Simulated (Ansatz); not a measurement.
A nudged elastic band was laid between two geometries of C$_{3}$H$_{6}$N (10 atoms, charge 1, multiplicity 1).

Method: RKS PBE0-D4/STO-3G (Ansatz 0.2.0).

```json
{
  "movable images": "7",
  "climbing image": "yes",
  "spring": "5.0 eV/Å²",
  "optimiser": "quadratic models (default)",
  "start path": "through a guess of the saddle point",
  "force threshold": "0.03 eV/Å",
  "iteration limit": "60",
  "end points": "relaxed"
}
```

First end point:

```xyz
10
Properties=species:S:1:pos:R:3
C -1.271 0.226 -0.494
C 0.047 0.061 0.023
C 0.463 -1.300 0.074
N 0.833 1.108 0.433
H -1.858 -0.654 -0.811
H -1.740 1.225 -0.592
H -0.213 -2.102 -0.272
H 1.461 -1.593 0.455
H 0.493 2.083 0.381
H 1.785 0.946 0.804
```

Last end point:

```xyz
10
Properties=species:S:1:pos:R:3
C -1.271 0.226 -0.494
C 0.047 0.061 0.023
C 0.463 -1.300 0.074
N 0.833 1.108 0.433
H -1.858 -0.654 -0.811
H -1.740 1.225 -0.592
H -0.213 -2.102 -0.272
H 1.461 -1.593 0.456
H 1.785 0.946 0.804
H 0.493 2.083 0.381
```

**Question.** Which bonds break or form, and what moves?

**Answer.** No bond is made or broken. The dihedral C1–C2–N4–H10 goes from 180 to 0°. The two ends are copies of one structure, up to a mirror image or an exchange of like atoms.

**Question.** What energy profile does the band end with?

**Answer.** The run converged. The highest image is number 4 of 0 to 8, 15.6 kcal/mol above the ends, which have the same energy within 2 meV. A vibrational analysis at the climbing image gives one clearly imaginary mode, 423i cm⁻¹: a first-order saddle point. Limits of this set-up: minimal basis, the dipole of an ion depends on the origin.

```
image  path coordinate (Å)  energy (kcal/mol)  dihedral C1–C2–N4–H10 (°)
    0                 0.00                0.0                        180
    1                 0.53                2.6                       -172
    2                 1.05                8.6                       -157
    3                 1.58               13.5                       -136
    4                 2.11               15.6                       -113
    5                 2.57               12.3                        -97
    6                 3.04                6.9                        -70
    7                 3.50                2.0                        -38
    8                 3.97                0.0                          0
```

**Question.** What is the geometry of the highest image?

**Answer.** 
```xyz
10
Properties=species:S:1:pos:R:3
C -1.292 0.227 -0.616
C -0.044 0.075 0.035
C 0.419 -1.240 0.228
N 0.681 1.293 0.386
H -1.848 -0.640 -1.032
H -1.713 1.245 -0.763
H -0.104 -2.111 -0.220
H 1.357 -1.450 0.786
H 0.987 1.259 1.392
H 1.558 1.342 -0.195
```

**Question.** What are the harmonic wavenumbers there?

**Answer.** 423i, 355, 365, 404, 494, 644, 725, 964, 1006, 1063, 1090, 1117, 1314, 1415, 1449, 1579, 1611, 1790, 3370, 3372, 3532, 3541, 3608, 3789 cm⁻¹.

Run time: 6.5 min on 1 thread of Arm Neoverse N1, with other jobs on the host, peak memory 0.1 GiB.
